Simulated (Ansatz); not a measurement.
Basis-set extrapolation for C2H7S+ (`C[SH+]C`) (PBE0-D4/def2-TZVP geometry, frozen core, the Gaussian-basis code of Ansatz). Multiplicity 1, RHF reference.

```tsv
	def2-TZVPP	def2-QZVPP
HF	-477.131037	-477.146695
MP2 correlation	-0.530202	-0.567542
CCSD(T) correlation	-0.599400	-0.632840
```

Energies in hartree. Use E(X) = E(∞) + A·exp(−7.88·√X) for Hartree–Fock and E(X) = E(∞) + B·X^(−2.97) for correlation, with X = 3 and 4.

What is the CCSD(T) energy at the basis-set limit?

HF limit: -477.146695 + (-0.015658) × 0.13774 = -477.14885. Correlation limit: -0.632840 + (-0.033440) × 0.74074 = -0.65761. Total: -477.80646 hartree, 2.07 eV below CCSD(T)/def2-TZVPP.
